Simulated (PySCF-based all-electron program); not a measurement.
## Distorting Si2H6, singlet

Calculated with an in-house all-electron program built on PySCF, in large uncontracted Gaussian sets near the basis limit; the spin-free Dirac equation, no spin–orbit coupling, spin-restricted. Forces are good to about 0.004 eV/Å. Atoms are numbered as listed.

Shape A:

```xyz
8

Si    0.0000    0.0000    0.0000
Si    0.0000    0.0000    2.3350
H     1.3937    0.0000   -0.5155
H    -0.6969    1.2070   -0.5155
H    -0.6969   -1.2070   -0.5155
H     0.6969    1.2070    2.8505
H    -1.3937    0.0000    2.8505
H     0.6969   -1.2070    2.8505
```

PBE forces:

```csv
atom,Fx,Fy,Fz (eV/Å)
Si1,0.000,0.000,0.060
Si2,0.000,0.000,-0.060
H3,0.141,0.000,-0.061
H4,-0.070,0.122,-0.061
H5,-0.070,-0.122,-0.061
H6,0.070,0.122,0.061
H7,-0.141,0.000,0.061
H8,0.070,-0.122,0.061
```

What forces does r2SCAN give in shape A?

The forces move by 0.162 eV/Å (r.m.s. over the atoms) from PBE.

```tsv
atom	Fx	Fy	Fz (eV/Å)
Si1	0.000	0.000	-0.024
Si2	0.000	0.000	0.024
H3	-0.028	0.000	0.004
H4	0.014	-0.024	0.004
H5	0.014	0.024	0.004
H6	-0.014	-0.024	-0.004
H7	0.028	0.000	-0.004
H8	-0.014	0.024	-0.004
```

Shape B:

| atom | x (Å) | y (Å) | z (Å) |
| --- | --- | --- | --- |
| Si | 0.0000 | 0.0000 | -1.0000 |
| Si | 0.0000 | 0.0000 | 1.0000 |
| H | 1.3937 | 0.0000 | 1.5155 |
| H | -0.6969 | 1.2070 | 1.5155 |
| H | -0.6969 | -1.2070 | 1.5155 |
| H | 0.6969 | 1.2070 | -1.5155 |
| H | -1.3937 | 0.0000 | -1.5155 |
| H | 0.6969 | -1.2070 | -1.5155 |

What forces does r2SCAN give in shape B?



```json
{"atom": "Si1", "Fx": "0.000", "Fy": "0.000", "Fz (eV/Å)": "-6.496"}
{"atom": "Si2", "Fx": "0.000", "Fy": "0.000", "Fz (eV/Å)": "6.496"}
{"atom": "H3", "Fx": "0.008", "Fy": "0.000", "Fz (eV/Å)": "0.100"}
{"atom": "H4", "Fx": "-0.004", "Fy": "0.007", "Fz (eV/Å)": "0.100"}
{"atom": "H5", "Fx": "-0.004", "Fy": "-0.007", "Fz (eV/Å)": "0.100"}
{"atom": "H6", "Fx": "0.004", "Fy": "0.007", "Fz (eV/Å)": "-0.100"}
{"atom": "H7", "Fx": "-0.008", "Fy": "0.000", "Fz (eV/Å)": "-0.100"}
{"atom": "H8", "Fx": "0.004", "Fy": "-0.007", "Fz (eV/Å)": "-0.100"}
```
